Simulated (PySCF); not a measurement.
# SiHCl (triplet): open-shell or spin-flip excitations

Aim: compute the open-shell or spin-flip excitations of SiHCl (triplet) (`[SiH]Cl`).

Programs: PySCF 2.14.0, with routines of our own; each step states its level. All values are computed. Atoms count from 0.

## Step 1: The system as given

3 atoms, charge 0, multiplicity 3; geometry from: GFN2-xTB.

## Step 2: Open-shell or spin-flip excitations: unrestricted TDA B3LYP/def2-SVPD

The job: settings as JSON, then the geometry in Å.

```
{"job": {"kind": "uabs", "xc": "B3LYP", "basis": "def2-SVPD", "nstates": 10, "tda": true}, "charge": 0, "multiplicity": 3}
Si    -0.265612     0.560278    -0.002718
Cl     1.641469    -0.178572    -0.011868
H     -1.364377    -0.384243     0.002033
```

With the program's defaults for keys left out, this is: unrestricted TDA B3LYP/def2-SVPD, vertical, gas phase, core orbitals frozen in the response.

The run is started by

```bash
$ OMP_NUM_THREADS=1 python excited_run.py task.json out
```

One launch serves the whole session: the jobs run in the order shown.

Log:

```text
coarse grid: 3872 points
cycle   1  E = -749.9328915606  dE =  7.711e-02  |g| = 1.499e-01  |ddm| = 1.278e+00
cycle   2  E = -749.9218564115  dE =  1.104e-02  |g| = 2.052e-01  |ddm| = 4.940e-01
cycle   3  E = -749.9503216470  dE = -2.847e-02  |g| = 1.771e-02  |ddm| = 2.712e-01
cycle   4  E = -749.9505782617  dE = -2.566e-04  |g| = 5.339e-03  |ddm| = 3.939e-02
cycle   5  E = -749.9506092274  dE = -3.097e-05  |g| = 1.327e-03  |ddm| = 1.378e-02
cycle   6  E = -749.9506114470  dE = -2.220e-06  |g| = 5.983e-04  |ddm| = 3.353e-03
final grid: 29048 points
cycle   7  E = -750.0317118265  dE = -1.953e-06  |g| = 1.329e-03  |ddm| = 6.515e-03
cycle   8  E = -750.0317115492  dE =  2.773e-07  |g| = 1.450e-03  |ddm| = 3.446e-03
cycle   9  E = -750.0317127790  dE = -1.230e-06  |g| = 1.618e-04  |ddm| = 1.943e-03
cycle  10  E = -750.0317127972  dE = -1.818e-08  |g| = 2.089e-05  |ddm| = 2.040e-04
cycle  11  E = -750.0317127975  dE = -3.780e-10  |g| = 4.436e-06  |ddm| = 4.187e-05
converged SCF energy = -750.0317127975

Static polarisability (au): isotropic 46.565, principal 40.365 41.959 57.370

<S^2> of the reference = 2.0024 (exact 2.0000)

Excitations
state   eV       nm        f      <S^2>   main configurations
  1   3.1169    397.8   0.00151   2.007   Ha->La 0.99
  2   4.1506    298.7   0.00121   2.021   Hb->Lb 0.99
  3   4.2709    290.3   0.01101   2.021   H-1b->Lb 0.95
  4   4.4968    275.7   0.01335   2.007   Ha->L+1a 0.92
  5   4.9669    249.6   0.08281   2.006   Ha->L+2a 0.90
  6   5.4567    227.2   0.03970   2.028   H-1a->La 0.53, H-2b->Lb 0.38
  7   5.5182    224.7   0.00348   2.036   H-2b->Lb 0.52, H-1a->La 0.43
  8   6.1373    202.0   0.05059   2.010   Ha->L+6a 0.45, Ha->L+5a 0.44
  9   6.2267    199.1   0.00127   2.012   Ha->L+4a 0.78, H-1b->L+1b 0.18
 10   6.2719    197.7   0.01285   2.016   Ha->L+3a 0.70, H-1b->L+1b 0.23
```

Run time: 2.9 s. Hardware: 1 thread of Arm Neoverse V1, shared host; peak memory 0.26 GiB.

From this job:

```
quantity  value
    ⟨S²⟩  2.002
```

Löwdin spin populations:

```
atom  value (e)
 Si0       1.44
 Cl1       0.31
  H2       0.24
```

With diffuse functions Löwdin's scheme smears the spin, so small populations can have the wrong sign.

Orbitals, density, ELF and potential are computed afterwards from the orbital file.

ELF in a plane through or near 3 of the atoms.

Ten even steps from '0' (0.00) to '9' (1.00):
```
0000000000000011000000000000
0000000000001233210000000000
0000000000024677632000000000
0000000000036788853100000000
0000001100037899874100000000
0000123321146888874100000000
0001356665443122153100000000
0001567887651487134310000000
0002578877761556268752000000
0002688521582276199997300000
0002687198287212899999720000
0002577243476326999999720000
0001468867875214999999720000
0001357888863102799998510000
0000135667642000278874000000
0000013455531000034420000000
0000001222210000000000000000
0000000000000000000000000000
0000000000000000000000000000
0000000000000000000000000000
```
The map spans 8.5 Å across and 6.3 Å up, centred on the molecule. Atoms in the plane (x, y in Å): Si0 (0.3, 0.6), Cl1 (-1.6, -0.2), H2 (1.4, -0.4).

On the surface of density 0.002 e/bohr³ the electrostatic potential runs, from the 1st to the 99th percentile, from -0.34 V near Cl1 to 1.28 V near Si0.

The spin density lies nearest to Si0 74 %; H2 15 %; Cl1 11 %.

## Step 3: Open-shell or spin-flip excitations: collinear spin-flip TDA M06-2X/def2-SVPD

The job: settings as JSON, then the geometry in Å.

```
{"job": {"kind": "uabs", "xc": "M06-2X", "basis": "def2-SVPD", "nstates": 8, "spin_flip": true}, "charge": 0, "multiplicity": 3}
Si    -0.265612     0.560278    -0.002718
Cl     1.641469    -0.178572    -0.011868
H     -1.364377    -0.384243     0.002033
```

Level: collinear spin-flip TDA M06-2X/def2-SVPD, vertical, gas phase, core orbitals frozen in the response.

Log:

```text
coarse grid: 15200 points
cycle   1  E = -749.9427493874  dE =  6.156e-02  |g| = 1.612e-01  |ddm| = 1.255e+00
cycle   2  E = -749.9545834215  dE = -1.183e-02  |g| = 1.395e-01  |ddm| = 4.484e-01
cycle   3  E = -749.9680135033  dE = -1.343e-02  |g| = 2.054e-02  |ddm| = 2.026e-01
cycle   4  E = -749.9686270926  dE = -6.136e-04  |g| = 6.824e-03  |ddm| = 6.955e-02
cycle   5  E = -749.9687115490  dE = -8.446e-05  |g| = 2.497e-03  |ddm| = 2.298e-02
cycle   6  E = -749.9687227861  dE = -1.124e-05  |g| = 1.003e-03  |ddm| = 8.573e-03
cycle   7  E = -749.9687244923  dE = -1.706e-06  |g| = 2.023e-04  |ddm| = 3.213e-03
final grid: 29048 points
cycle   8  E = -749.9687132445  dE = -2.764e-06  |g| = 8.889e-04  |ddm| = 8.067e-03
cycle   9  E = -749.9687134631  dE = -2.186e-07  |g| = 7.335e-04  |ddm| = 2.038e-03
cycle  10  E = -749.9687137700  dE = -3.069e-07  |g| = 7.643e-05  |ddm| = 9.628e-04
cycle  11  E = -749.9687137804  dE = -1.033e-08  |g| = 3.731e-05  |ddm| = 2.289e-04
cycle  12  E = -749.9687137831  dE = -2.686e-09  |g| = 1.190e-05  |ddm| = 1.221e-04
cycle  13  E = -749.9687137833  dE = -2.713e-10  |g| = 3.325e-06  |ddm| = 4.191e-05
converged SCF energy = -749.9687137833

<S^2> of the reference = 2.0039 (exact 2.0000)

Spin-flip excitations, energies against the reference
state   eV       nm        f      <S^2>   main configurations
  1  -1.8234        -   0.00000   0.052   Ha->Lb 0.95
  2  -0.5765    994.3   0.00182   1.971   Ha->L+1b 0.48, H-1a->Lb 0.45
  3   0.4146    554.0   0.05460   0.068   H-1a->Lb 0.47, Ha->L+1b 0.47
  4   2.5472    283.7   0.08113   0.733   Ha->L+3b 0.48, H-1a->L+1b 0.27, Ha->L+2b 0.16
  5   2.9600    259.2   0.03247   0.456   H-1a->L+1b 0.57, Ha->L+3b 0.36
  6   3.1490    249.3   0.05822   0.941   Ha->L+2b 0.80, Ha->L+3b 0.09
  7   3.8586    218.2   0.19315   0.951   Ha->L+4b 0.88
  8   4.2511    204.1   0.07103   1.032   Ha->L+5b 0.80, H-2a->Lb 0.13
```

Wall time 1.9 s (1 thread of Arm Neoverse V1, shared host); peak memory 0.27 GiB.

The ⟨S²⟩ below is that of the reference state, of multiplicity 3.

Key values:

```
               quantity      value
low spin less high spin  -1.247 eV
                   ⟨S²⟩      2.004
```

## Step 4: Results

| quantity | value |
| --- | --- |
| lowest and brightest state of nearly pure spin, of 10 (step 2, unrestricted TDA B3LYP/def2-SVPD) | 3.12 eV; 4.97 eV, f = 0.083 |
| surface potential, 1st and 99th percentile | -0.34 V and 1.28 V |
| low spin less high spin (step 3, collinear spin-flip TDA M06-2X/def2-SVPD) | -1.247 eV |

In steps 2, 3 the triplet was assumed, and a singlet may lie lower.
